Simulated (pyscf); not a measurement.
Single points on ωB97X-D3(BJ)/def2-SVP structures (PySCF, gas phase).

**Question.** Estimate the classical barrier height and the reaction energy of H₃C–Zn–CH₃ + H₂Se → CH₄ + H₃C–Zn–SeH at ωB97M-D3(BJ)/def2-TZVP. The step runs on the singlet surface, breaks C–Zn, H–Se and forms C–H, Se–Zn; take the separated reactants as zero.

**Answer.** ΔE‡ = 0.79 eV, ΔE = -1.41 eV. Zero-point energy shifts the barrier by -0.01 eV. It is a four-centre exchange, with an imaginary mode of 1195i cm⁻¹. On the reactant side the descent ends in a complex (not fully relaxed), 0.25 eV under the separated species and 0.88 eV under the saddle at ωB97X-D3(BJ)/def2-TZVP. At ωB97X-D3(BJ)/def2-TZVP the barrier from the zero used here is 0.63 eV. One saddle was located; it need not be the lowest between these sides. Elements up to Kr have no core potential and no relativistic terms here.
